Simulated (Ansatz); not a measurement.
Geometry optimisation, RKS PBE/def2-SVP (Ansatz 0.2.0).

input.yaml

```yaml
crystal:
  periodic: [false, false, false]
  atoms:
    - { symbol: B, position_ang: [-0.923193, -0.372377, 0.296737] }
    - { symbol: H, position_ang: [1.208737, 0.223845, 1.198537] }
    - { symbol: C, position_ang: [1.857488, 0.067357, 0.314304] }
    - { symbol: H, position_ang: [1.821026, -0.998175, 0.01612] }
    - { symbol: H, position_ang: [1.527322, 0.705773, -0.52571] }
    - { symbol: H, position_ang: [2.903479, 0.331786, 0.572521] }
    - { symbol: Cl, position_ang: [-1.224159, 0.041691, -1.372608] }
basis:
  gaussian: { orbitals: def2-SVP }
hamiltonian:
  xc: pbe
relax:
  f_tol: 0.03
  max_steps: 50
```

Command:

```bash
$ ansatz run input.yaml --threads 1 --pin off --max-ram 2048MiB --backend cpu --events-out ev --progress --plain --runs-dir out
```

Problem. Where does it end, and by what steps?

Solution. The forces met the threshold. The force dipped under the threshold on the way, but the program's further checks kept it going. After 13 steps the energy has fallen by 0.148 eV; B1 moved furthest, 0.79 Å.

```json
{"step": "0", "energy less start (eV)": "0.0000", "largest force component (eV/Å)": "0.458", "accepted": "yes"}
{"step": "1", "energy less start (eV)": "-0.0785", "largest force component (eV/Å)": "0.298", "accepted": "yes"}
{"step": "2", "energy less start (eV)": "-0.1211", "largest force component (eV/Å)": "0.432", "accepted": "yes"}
{"step": "3", "energy less start (eV)": "-0.1381", "largest force component (eV/Å)": "0.208", "accepted": "yes"}
{"step": "4", "energy less start (eV)": "-0.1444", "largest force component (eV/Å)": "0.107", "accepted": "yes"}
{"step": "5", "energy less start (eV)": "-0.1465", "largest force component (eV/Å)": "0.092", "accepted": "yes"}
{"step": "6", "energy less start (eV)": "-0.1475", "largest force component (eV/Å)": "0.028", "accepted": "yes"}
{"step": "7", "energy less start (eV)": "-0.1469", "largest force component (eV/Å)": "0.181", "accepted": "no"}
{"step": "8", "energy less start (eV)": "-0.1478", "largest force component (eV/Å)": "0.054", "accepted": "yes"}
{"step": "9", "energy less start (eV)": "-0.1480", "largest force component (eV/Å)": "0.068", "accepted": "yes"}
{"step": "10", "energy less start (eV)": "-0.1482", "largest force component (eV/Å)": "0.040", "accepted": "yes"}
{"step": "11", "energy less start (eV)": "-0.1484", "largest force component (eV/Å)": "0.018", "accepted": "yes"}
{"step": "12", "energy less start (eV)": "-0.1484", "largest force component (eV/Å)": "0.038", "accepted": "yes"}
{"step": "13", "energy less start (eV)": "-0.1485", "largest force component (eV/Å)": "0.014", "accepted": "yes"}
```

```xyz
7
Properties=species:S:1:pos:R:3
B -1.695 -0.190 0.330
H 1.263 0.085 1.064
C 2.076 0.083 0.313
H 2.157 -0.923 -0.140
H 1.852 0.826 -0.475
H 3.032 0.343 0.804
Cl -1.514 -0.223 -1.395
```

Whether the end is a true minimum wasn't checked by a vibrational analysis.

Time of the run: 10 s on 1 thread of Intel(R) Xeon(R) 6975P-C (Granite Rapids), on a shared host, peak memory 0.14 GiB.
